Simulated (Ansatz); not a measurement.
# SiH₂ (singlet): from Hartree-Fock to the top rungs at angle H2–Si1–H3 = 73.8°, cc-pVDZ

The task here is to estimate one member of a computed series from the others.

The runs use Ansatz 0.2.0, Gaussian basis; cc-pVDZ, core rule «outside noble gas», up to 5 orbitals frozen.

To be run: UHF; CCSD(T) on RHF; CCSD(T) on UHF; BCCD(T) on RHF; CISD; CCSDT(Q) on RHF; CCSDT(Q) on UHF; CCSDTQ on RHF; CASSCF and MRCISD+Q, 2 electrons in 2 orbitals; CASSCF and NEVPT2, 2 electrons in 2 orbitals; CASSCF and MRCISD+Q, 6 electrons in 6 orbitals; CASSCF and NEVPT2, 6 electrons in 6 orbitals; Full CI.

9 further runs of the same task are left out: 1 for a mislabelled method, 7 that didn't finish, 1 set aside as unsound or not needed.

## The system

The geometry derives from a PBE0/def2-TZVP stationary point (not a proven minimum). One angle is set to the value named; bond lengths are kept.

3 atoms, charge 0, spin multiplicity 1.

Atoms are counted from 1 here; the program's logs count them from 0.

Bond lengths: Si1–H2 1.526 Å, Si1–H3 1.526 Å. Angles: H2–Si1–H3 73.8°.

The first run:

in.yaml reads:

```yaml
crystal:
  periodic: [false, false, false]
  atoms:
    - {symbol: Si, position_ang: [0.000000, -0.081700, 0.000000]}
    - {symbol: H, position_ang: [0.000000, 1.138249, -0.915963]}
    - {symbol: H, position_ang: [0.000000, 1.138249, 0.915963]}
basis:
  gaussian: {orbitals: cc-pVDZ}
magnetization: {spin_polarized: true, initial_magnetization: 0}
hamiltonian: {xc: hf}
output: {orbitals: {seedname: orbitals}}
```

On the command line:

```bash
$ ansatz run in.yaml --threads 1 --pin off --events-out ev --progress --plain --max-ram 2393MiB
```

Among the steps run: UHF; CCSD(T) on RHF; CCSD(T) on UHF; BCCD(T) on RHF; CISD; CCSDT(Q) on RHF; CCSDT(Q) on UHF; CCSDTQ on RHF; CASSCF and MRCISD+Q, 2 electrons in 2 orbitals; CASSCF and NEVPT2, 2 electrons in 2 orbitals; CASSCF and MRCISD+Q, 6 electrons in 6 orbitals; CASSCF and NEVPT2, 6 electrons in 6 orbitals; Full CI.

One of the session's tables, all rows but one given; the rest of the session is left out.

It belongs to the step «Misses and costs». 

```
          method  from FCI (meV)
             RHF         +3326.9
             UHF               ?
            RMP2          +863.8
            CISD          +229.1
           RCCSD           +86.6
        RCCSD(T)           +20.6
         BCCD(T)           +20.5
          RCCSDT            +3.6
       RCCSDT(Q)            +0.7
         RCCSDTQ            +0.1
     CASSCF pair         +2804.4
     NEVPT2 pair          +778.2
  CASSCF valence         +1946.9
  NEVPT2 valence          +620.3
  MRCISD valence           +92.6
MRCISD+Q valence           +14.2
             FCI               0
```

Estimate the missing values for UHF.

As computed: from FCI (meV): +3302.7. In the column «from FCI (meV)» it lies between CASSCF pair (+2804.4) and RHF (+3326.9).

Not comparable, so not listed: CCSD(T) on UHF; CASSCF and MRCISD+Q, 2 electrons in 2 orbitals (they don't share determinant, frozen orbitals or solution with the rows shown, or repeat one).

Caveats from the session: Warnings in the runs' records: passed over end.
